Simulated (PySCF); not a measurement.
# Helium: a sound run and one with changed settings

Sound run: He 1s2, He⁺ 1s1. Computed with PySCF 2.14 in pcseg-2, with no relativity, point nucleus. The sound run starts from symmetry-adapted Hartree-Fock orbitals and uses a fine grid where one is needed.

A second run was set up differently.

```
species  method  sound run (hartree)  changed run (hartree)  converged
     He     UHF             -2.86097               -2.86097        yes
     He  M06-2X             -2.90435               -2.90637        yes
     He    PBE0             -2.89457               -2.89636        yes
    He⁺     UHF             -1.99826               -1.99826        yes
    He⁺  M06-2X             -1.99636               -1.99211        yes
    He⁺    PBE0             -1.99547               -1.99576        yes
```

Ionisation energy of He:

| method | sound run (eV) | changed run (eV) |
| --- | --- | --- |
| UHF | 23.476 | 23.476 |
| M06-2X | 24.708 | 24.878 |
| PBE0 | 24.466 | 24.507 |

Q: What was changed?
A. minimal basis
B. too few SCF iterations
C. basis contracted for another Hamiltonian
D. radial grid too coarse

A: D. It used radial step 0.8 in ln r (0.13 in the sound run). A coarse radial grid mis-integrates the density and the exchange-correlation energy, with errors of either sign; Hartree-Fock needs no grid.
